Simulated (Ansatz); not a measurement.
# One elementary step

Start structure (CH7FSi, closed shell), relaxed at PBE0-D4/def2-TZVP:

```xyz
10
angstrom
Si -0.8606 0.9663 -1.6341
F 0.7139 1.0631 -1.3601
H -1.0605 0.4049 -2.9909
H -1.4608 0.0812 -0.6092
H -1.4309 2.3311 -1.5447
H 1.3040 -0.3530 0.8697
C 0.8205 -0.9687 1.6272
H 0.0615 -0.3817 2.1442
H 1.5626 -1.3139 2.3466
H 0.3503 -1.8293 1.1515
```

The step: SiH₃F ([F][SiH3]) + CH₄ → CH₆Si ([CH3][SiH3]) + HF; bonds formed: Si1–C7, F2–H6; bonds broken: Si1–F2, H6–C7. Computed with Ansatz 0.2.0 (basis: def2-TZVPP and def2-QZVPP); correlated methods freeze the cores. Extrapolation: Hartree–Fock as exp(−7.88 √X), correlation as X^−2.97. Energies below are by CCSD(T) at an estimated basis limit (MP2 extrapolated from triple and quadruple zeta, plus CCSD(T) − MP2 in triple zeta).

Task: What are the electronic barrier and the energy of the step, from the start structure to the end structure? (To be estimated.)

Result: By the calculation: Barrier 3.091 eV; step energy 1.315 eV (uphill); reverse barrier, their difference, 1.776 eV. Barrier and step energy count from the start structure, the reverse barrier from the end structure.

The saddle point: One imaginary mode of 988i cm⁻¹.
| pair | start (Å) | saddle (Å) | end (Å) |
| --- | --- | --- | --- |
| Si1–C7 | 4.15 | 2.12 | 1.86 |
| F2–H6 | 2.71 | 1.22 | 0.93 |
| Si1–F2 | 1.60 | 1.95 | 3.50 |
| H6–C7 | 1.09 | 1.32 | 3.07 |

Zero-point energy (harmonic, PBE0-D4): ZPE is 1.979 eV at the start and 1.923 eV at the saddle, so the barrier goes from 3.091 to 3.036 eV.

No T1 diagnostic of these runs exceeds 0.012.

Labels in which every atom is bracketed show which atoms are joined, not bond orders.

For scale, one of the runs: CCSD(T)/def2-TZVPP, 202 basis functions, launched by `ansatz run in.yaml --threads 2 --pin off --events-out ev --progress --plain --max-ram 4352MiB`. Time: 51 s of wall clock on 2 CPU threads of an Intel Xeon Platinum 8259CL; the host was shared. Peak host memory: 2.5 GiB.
